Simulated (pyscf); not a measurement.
`[N][F]` [triplet] + `[SiH4]` → `[NH][F]` [doublet] + `[SiH3]` [doublet], a hydrogen abstraction (triplet surface; H–Si broken, H–N formed). Optimised with ωB97X-D3(BJ)/def2-SVP in PySCF. MP2 and CC: frozen core, UHF for open shells. ΔMP2 is the change of the MP2 total energy from the triple- to the quadruple-zeta basis. Energies in kcal/mol from the separated reactants.

Small-basis levels: PySCF, no dispersion term, spherical d functions. Open shells are spin-unrestricted. 

```json
[
 {"level": "HF/STO-3G", "barrier": "50.7", "reaction energy": "+54.7"},
 {"level": "HF/6-31G*", "barrier": "43.7", "reaction energy": "+29.2"},
 {"level": "MP2/6-31G*", "barrier": "30.7", "reaction energy": "+18.5"},
 {"level": "B3LYP/STO-3G", "barrier": "27.5", "reaction energy": "+49.1"},
 {"level": "B3LYP/LANL2DZ", "barrier": "17.9", "reaction energy": "+16.4"},
 {"level": "B3LYP/6-31G*", "barrier": "20.2", "reaction energy": "+17.9"},
 {"level": "PBE/def2-SVP", "barrier": "11.2", "reaction energy": "+13.6"},
 {"level": "CCSD(T)/def2-TZVPP + ΔMP2(QZVPP)", "barrier": "24.1", "reaction energy": "+16.5"}
]
```

Against the last row the barrier runs from -12.9 (PBE/def2-SVP) to +26.6 kcal/mol (HF/STO-3G). At HF/STO-3G, B3LYP/STO-3G, PBE/def2-SVP this geometry lies under one side, so the entry may be no barrier of that level: it is a single point on another level's saddle. CCSD(T)/def2-TZVPP + ΔMP2(QZVPP) has limits of its own. •HN–F + SiH₃• also meet on a surface of lower spin, which isn't treated here. This is the saddle that the search found; another between the same sides may lie lower. The angle at the transferred H is 168°. The CCSD(T) − MP2 part came from Ansatz, without density fitting, on the same reference.
